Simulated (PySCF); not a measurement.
Compound: C3H8N (charge +1).
SMILES: `[NH2+]1CCC1`

The closed-shell ground state was solved at several levels (PySCF, density fitting, gas phase, non-relativistic). Geometry: GFN2-xTB; no solvent, vibrations or thermal averaging.

```json
{"level": "PBE0/def2-SVPD", "basis functions": "144", "total energy (Eh)": "-173.2899", "HOMO (eV)": "-14.91", "LUMO (eV)": "-4.78", "gap (eV)": "10.13"}
{"level": "PBE0/pcSseg-1", "basis functions": "108", "total energy (Eh)": "-173.3769", "HOMO (eV)": "-14.96", "LUMO (eV)": "-4.67", "gap (eV)": "10.29"}
```

(1) What might B3LYP/pcJ-1 (188 basis functions) give for the same quantities?

(2) Over all these levels, which gives the widest orbital gap and which the narrowest?

## Answers

(1) Total energy -173.6234 Eh, HOMO -14.75 eV, LUMO -5.03 eV, gap 9.72 eV.

(2) PBE0/pcSseg-1 (global hybrid, 25 % exact exchange) has the widest, 10.29 eV, and B3LYP/pcJ-1 (global hybrid, 20 % exact exchange) the narrowest, 9.72 eV. Functional and basis both differ between the two, so the spread mixes both effects.
